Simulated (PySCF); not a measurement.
Species: FH3P (charge +1).
Numbering: `[F:1][PH3+:2]` (hydrogens: H3, H4, H5 on P2)

Computed by this run: PBE0-D3(BJ)/def2-SVP geometry optimisation, gas phase (PySCF 2.14.0); density fitting, grid level 1; the optimiser is geomeTRIC in internal coordinates, started from a GFN2-xTB structure.

Step 0: E = -12034.8375 eV
```
atom  x, y, z in Å  |  force x, y, z in eV/Å
F1      1.4065   -0.1456    0.2179    0.051  -0.008   0.008
P2     -0.1245    0.0136   -0.0235    1.974  -0.205   0.312
H3     -0.6435   -0.0575    1.2562   -0.761   0.032   0.400
H4     -0.2111    1.2548   -0.6271   -0.593   0.532  -0.320
H5     -0.4187   -1.0624   -0.8407   -0.671  -0.349  -0.399
```

**Question.** Estimate the geometry and energy of step 1. (The exact step hangs on the optimiser's Hessian estimate; all steps are aligned on step 0, rigid shifts and turns removed.)

**Answer.** E = -12034.9706 eV, largest force 0.281 eV/Å
```
atom  x, y, z in Å  |  force x, y, z in eV/Å
F1      1.4845   -0.1542    0.2302   -0.023   0.004  -0.005
P2     -0.0363    0.0050   -0.0097   -0.278   0.018  -0.035
H3     -0.6982   -0.0518    1.2431    0.132   0.008  -0.185
H4     -0.2674    1.2568   -0.6343    0.071  -0.189   0.097
H5     -0.4739   -1.0530   -0.8465    0.099   0.159   0.128
```

The energy changes by -0.1331 eV. The first-order estimate −F·Δx gives -0.2937 eV and the mean of the old and new forces, exact on a quadratic surface, -0.1260 eV. The step makes an angle of 41° with the force vector and moves no atom by more than 0.090 Å.

The cost below is that of the whole optimisation. Time: 1.8 s of wall time; peak memory 0.32 GiB. Hardware: Arm Neoverse V1, one thread (shared host).
